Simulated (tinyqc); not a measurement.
Extended Hueckel theory, for NH3+, step by step. The parameters take no account of the charge, which enters only through the electron count. Computed by tinyqc, a small Python program that keeps every step (integrals from PySCF). Settings: charge = 1, K = 1.75, multiplicity = 2. Command: `OMP_NUM_THREADS=1 python tinyqc.py 22831 22832 out.jsonl` (the two numbers bound the seeds that draw the settings). One thread of a shared host (Intel(R) Xeon(R) Processor @ 2.60GHz), about 0.01 s of CPU time with the checks.

## Overlaps

Geometry (angstrom):
```
atom          x          y         z
N      0.000000   0.000000  0.062000
H      0.987000   0.000000  0.000000
H     -0.493000   0.854000  0.000000
H     -0.493000  -0.854000  0.000000
```

Parameters chosen for this run:
```
element  shell  Slater exponent   H_ii (eV)
N           2s         1.950000  -26.000000
N           2p         1.950000  -13.400000
H           1s         1.300000  -13.600000
```

Slater orbitals, each expanded in six Gaussians scaled to its exponent.

overlap S, lower triangle:
```
           1N 2s     1N 2px     1N 2py     1N 2pz     2H 1s     3H 1s     4H 1s
1N 2s   1.000000
1N 2px  0.000000   1.000000
1N 2py  0.000000   0.000000   1.000000
1N 2pz  0.000000   0.000000   0.000000   1.000000
2H 1s   0.497257   0.450934   0.000000  -0.028326  1.000000
3H 1s   0.497837  -0.225609   0.390811  -0.028373  0.166402  1.000000
4H 1s   0.497837  -0.225609  -0.390811  -0.028373  0.166402  0.166594  1.000000
```

## Wolfsberg-Helmholz matrix

diagonal H_ii (eV): 1N 2s -26.000000, 1N 2px -13.400000, 1N 2py -13.400000, 1N 2pz -13.400000, 2H 1s -13.600000, 3H 1s -13.600000, 4H 1s -13.600000

K = 1.750000

H_ij = K' S_ij (H_ii + H_jj)/2 for i != j (the diagonal keeps H_ii), with K' = 1.75.

H (eV), lower triangle:
```
             1N 2s      1N 2px      1N 2py      1N 2pz       2H 1s       3H 1s       4H 1s
1N 2s   -26.000000
1N 2px    0.000000  -13.400000
1N 2py    0.000000    0.000000  -13.400000
1N 2pz    0.000000    0.000000    0.000000  -13.400000
2H 1s   -17.229944  -10.653320    0.000000    0.669205  -13.600000
3H 1s   -17.250045    5.330004   -9.232907    0.670305   -3.960359  -13.600000
4H 1s   -17.250045    5.330004    9.232907    0.670305   -3.960359   -3.964949  -13.600000
```

## Orbitals

valence electrons = 7

Solve H C = S C e through S^(-1/2); fill by pairs from the bottom, a degenerate level sharing its electrons equally; each orbital has its largest coefficient positive (the first on a tie).

orbital energies (eV): -28.044584  -16.745670  -16.744841  -13.410955  4.646184  4.681017  20.312976

occupations: 2.000000  2.000000  2.000000  1.000000  0.000000  0.000000  0.000000

coefficients:
```
             MO1        MO2        MO3        MO4        MO5        MO6        MO7
1N 2s   0.747269   0.000000   0.000081   0.031714   0.002369   0.000000   1.305762
1N 2px  0.000042   0.000000   0.618034  -0.000018   1.093330   0.000000  -0.003089
1N 2py  0.000000   0.618040   0.000000   0.000000   0.000000   1.093905   0.000000
1N 2pz  0.003978   0.000000   0.000017   0.998706  -0.000143   0.000000  -0.081712
2H 1s   0.154793   0.000000   0.444258  -0.012596  -1.033206   0.000000  -0.733786
3H 1s   0.155002   0.384554  -0.221912  -0.012589   0.514146  -0.893978  -0.738578
4H 1s   0.155002  -0.384554  -0.221912  -0.012589   0.514146   0.893978  -0.738578
```

sum of one-electron energies = -136.481145 eV

## Mulliken analysis

P = C n C^T; charge = valence electrons (N 5, H 1) minus the sum of (P S)_ii on the atom; overlap population = 2 sum P_ij S_ij between two atoms.

charges: 1N 0.267863, 2H 0.243961, 3H 0.244088, 4H 0.244088

Overlap populations:
```
pair      value
2-1    0.725649
3-1    0.726162
3-2   -0.049597
4-1    0.726162
4-2   -0.049597
4-3   -0.049666
```
